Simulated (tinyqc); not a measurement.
Inside a calculation. Method: harmonic frequencies on the unrestricted B3LYP (VWN-RPA form)/sto-3g surface (energies and gradients from PySCF), for CH2, spin multiplicity 3. One step of it, computed by the program tinyqc.

Problem. Normal modes. Diagonalise H_ij / sqrt(m_i m_j); the 6 smallest eigenvalues belong to translations and rotations; wavenumber = sqrt(eigenvalue / 1822.888) x 219474.63; each mode has its largest component positive (the first on a tie); zero-point energy = sum of wavenumbers / 2, with 349.755 1/cm per kcal/mol.

Hessian (symmetrised) (hartree/bohr^2), lower triangle:
```
             1Cx          1Cy          1Cz         2Hx          2Hy         2Hz          3Hx          3Hy
1Cx   0.00011311
1Cy  -0.00386353   0.68005920
1Cz   0.00404101  -0.01399564   0.23268483
2Hx  -0.00002722  -0.00095490  -0.00117433  0.00002041
2Hy  -0.00021532  -0.34948866  -0.12181500  0.00056299   0.35197766
2Hz  -0.00094327  -0.16517519  -0.10691144  0.00081722   0.14297146  0.09258143
3Hx  -0.00007984   0.00481791  -0.00286719  0.00000266  -0.00034759  0.00012618   0.00007529
3Hy   0.00407845  -0.33056940   0.13581237  0.00039205  -0.00248618  0.02221050  -0.00447007   0.33305160
3Hz  -0.00309828   0.17917295  -0.12577869  0.00035722  -0.02115499  0.01433253   0.00274144  -0.15802645

            3Hz
3Hz  0.11144894
```

masses (u): 1C 12.000000, 2H 1.007825, 3H 1.007825

Give: eigenvalues of the mass-weighted Hessian; harmonic wavenumbers of the vibrations; mass-weighted modes; zero-point energy.

Solution.

eigenvalues of the mass-weighted Hessian (hartree/(bohr^2 u)): 0.000  0.000  0.000  0.000  0.000  0.000  0.065  0.412  0.481

harmonic wavenumbers of the vibrations (1/cm): 1314.9  3298.6  3565.5

mass-weighted modes:
```
     mode 1  mode 2  mode 3
1Cx  -0.006  -0.003   0.002
1Cy  -0.011  -0.005  -0.343
1Cz  -0.339  -0.169   0.011
2Hx   0.012   0.001   0.002
2Hy  -0.298   0.641   0.601
2Hz   0.595   0.272   0.282
3Hx   0.008   0.009  -0.009
3Hy   0.334  -0.623   0.583
3Hz   0.575   0.312  -0.319
```

zero-point energy = 11.693 kcal/mol
